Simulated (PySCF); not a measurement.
AlH₆NSi.
Bonds: Al1–N2, N2–Si3. Hydrogens: H4, H5 on Al1; H6 on N2; H7, H8, H9 on Si3.

A GFN2-xTB structure was refined with PySCF 2.14.0, PBE0-D3(BJ)/def2-SVP geometry optimisation, gas phase. Its GFN2-xTB values:

```tsv
coordinate	GFN2-xTB
Al1–N2	1.796 Å
Al1–H4	1.543 Å
N2–Si3	1.751 Å
N2–H6	1.017 Å
Si3–H7	1.467 Å
Al1–N2–Si3	134.9°
N2–Al1–H4	121.4°
N2–Si3–H7	109.2°
N2–Si3–H9	105.3°
Si3–N2–H6	109.3°
H4–Al1–H5	117.0°
H7–Si3–H8	109.3°
H7–Si3–H9	111.9°
```

Q: How do these coordinates change at the PBE0-D3(BJ)/def2-SVP level?

A: 
```json
{"coordinate": "Al1–H4", "PBE0-D3(BJ)/def2-SVP (Å or °)": "1.587", "change": "+0.044"}
{"coordinate": "Si3–H7", "PBE0-D3(BJ)/def2-SVP (Å or °)": "1.498", "change": "+0.031"}
{"coordinate": "N2–Si3", "PBE0-D3(BJ)/def2-SVP (Å or °)": "1.743", "change": "-0.008"}
{"coordinate": "Al1–N2", "PBE0-D3(BJ)/def2-SVP (Å or °)": "1.791", "change": "-0.005"}
{"coordinate": "N2–H6", "PBE0-D3(BJ)/def2-SVP (Å or °)": "1.019", "change": "+0.002"}
{"coordinate": "H4–Al1–H5", "PBE0-D3(BJ)/def2-SVP (Å or °)": "124.6", "change": "+7.6"}
{"coordinate": "Al1–N2–Si3", "PBE0-D3(BJ)/def2-SVP (Å or °)": "129.6", "change": "-5.3"}
{"coordinate": "Si3–N2–H6", "PBE0-D3(BJ)/def2-SVP (Å or °)": "114.0", "change": "+4.7"}
{"coordinate": "N2–Al1–H4", "PBE0-D3(BJ)/def2-SVP (Å or °)": "117.3", "change": "-4.1"}
{"coordinate": "N2–Si3–H7", "PBE0-D3(BJ)/def2-SVP (Å or °)": "112.2", "change": "+3.0"}
{"coordinate": "H7–Si3–H9", "PBE0-D3(BJ)/def2-SVP (Å or °)": "109.0", "change": "-2.9"}
{"coordinate": "H7–Si3–H8", "PBE0-D3(BJ)/def2-SVP (Å or °)": "106.9", "change": "-2.4"}
{"coordinate": "N2–Si3–H9", "PBE0-D3(BJ)/def2-SVP (Å or °)": "107.5", "change": "+2.2"}
```

The energy falls by 48.2 kJ/mol over 19 energy and gradient evaluations, the largest force component goes from 0.0229 to 1.1e-04 Eh/bohr, and the atoms move by 0.822 Å rms after alignment. The bond that changes most is Al1–H4 (ends: aluminium bonded to N and 2 H; Al–H hydrogen), which lengthens by 0.044 Å. Bonds longer at the end by more than 0.005 Å: 5 of 8; shorter: 1. Among the dihedrals that turn most is H4–Al1–N2–H6, from -90° to 0°. Rotational constants go from 29550, 2833, 2766 to 27517, 3009, 2801 MHz.

The run used 80 basis functions and 113 SCF cycles in all. The run took 40 s wall on one thread of an x86-64 server, no GPU, shared host.

Stationary, but not proved a minimum.
